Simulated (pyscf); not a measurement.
HO–GaH₂ + HO–PH₂ -> HO–PH–OH + gallane (GaH₃) (four-centre exchange; singlet surface; Ga–O, H–P broken, O–P, Ga–H formed). Structures and frequencies: ωB97X-D3(BJ)/def2-SVP in PySCF. Energies in kcal/mol from the separated reactants.

| level | barrier | reaction energy |
|---|---|---|
| ωB97X-D3(BJ)/def2-TZVP | ___ | ___ |
| PBE/def2-TZVP | ___ | +7.9 |
| PBE0-D3(BJ)/def2-TZVP | 20.6 | +7.7 |
| M06-2X/def2-TZVP | 23.7 | +10.4 |
| ωB97M-D3(BJ)/def2-TZVP | 24.4 | +7.1 |
| HF/def2-TZVP | 42.1 | +8.5 |

Question: Complete the blanks.

Answer: 
- ωB97X-D3(BJ)/def2-TZVP, barrier: 22.3
- ωB97X-D3(BJ)/def2-TZVP, reaction energy: +8.0
- PBE/def2-TZVP, barrier: 19.1

The functionals in the table span 5.3 kcal/mol in this barrier, from PBE to ωB97M-D3(BJ)/def2-TZVP. On the reactant side the descent ends in a complex, 5.6 kcal/mol under the separated species and 27.9 kcal/mol under the saddle at ωB97X-D3(BJ)/def2-TZVP. On the product side the descent ends in an adduct with a Ga–O contact (not fully relaxed), 15.0 kcal/mol under the separated species and 29.3 kcal/mol under the saddle at ωB97X-D3(BJ)/def2-TZVP. What is counted as broken (Ga–O) persists as a longer contact in the product adduct; parting that adduct is a step of its own. One saddle was located; it need not be the lowest between these sides. Elements up to Kr have no core potential and no relativistic terms here.
